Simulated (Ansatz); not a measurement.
Ansatz (a quantum-chemistry and plane-wave program) input:

Ansatz 0.2 input:
```yaml
crystal:
  periodic: [false, false, false]
  atoms:
    - {symbol: C, position_ang: [-0.00031565, -0.01876434, 0.11346103]}
    - {symbol: C, position_ang: [-0.00366586, -0.21792541, 1.31771454]}
    - {symbol: C, position_ang: [0.00342830, 0.20380299, -1.23232147]}
    - {symbol: H, position_ang: [-0.00658048, -0.39119133, 2.36538959]}
    - {symbol: H, position_ang: [0.93286994, 0.33015230, -1.77073907]}
    - {symbol: H, position_ang: [-0.92297020, 0.25835959, -1.78777517]}
basis:
  gaussian:
    orbitals: def2-TZVPD
hamiltonian:
  xc: {name: SVWN5}
magnetization: {spin_polarized: true, initial_magnetization: 1}
output: {forces: true}
```

Question: Which total energy does the run end on?

Answer: -114.94847 Eh (SVWN5/def2-TZVPD). The basis has 138 functions.

It need not be the lowest isomer of its formula.
